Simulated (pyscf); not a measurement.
One four-centre exchange on the singlet surface with elements of a group swapped. ωB97M-D3(BJ)/def2-TZVP, eV, from the separated reactants. Structures and frequencies: ωB97X-D3(BJ)/def2-SVP in PySCF.

| step | barrier | reaction energy | imaginary mode (i cm⁻¹) |
|---|---|---|---|
| `[BH2][NH][GeH3]` + `[OH2]` → `[NH2][GeH3]` + `[BH2][OH]` | ? | ? | 1291 |
| `[BH2][NH][SiH3]` + `[OH2]` → `[NH2][SiH3]` + `[BH2][OH]` | 0.47 | -0.07 | 1332 |

### Question
What belongs in the gaps?

### Answer

- `[BH2][NH][GeH3]` + `[OH2]` → `[NH2][GeH3]` + `[BH2][OH]`, barrier: 0.48
- `[BH2][NH][GeH3]` + `[OH2]` → `[NH2][GeH3]` + `[BH2][OH]`, reaction energy: +0.01

Row 1: On the product side the descent ends in an adduct with a B–N contact, 0.61 eV under the separated species and 1.06 eV under the saddle at ωB97X-D3(BJ)/def2-TZVP. Row 2: On the product side the descent ends in an adduct with a B–N contact, 0.42 eV under the separated species and 0.94 eV under the saddle at ωB97X-D3(BJ)/def2-TZVP. Each row is the saddle that its search found. Elements up to Kr have no core potential and no relativistic terms here.
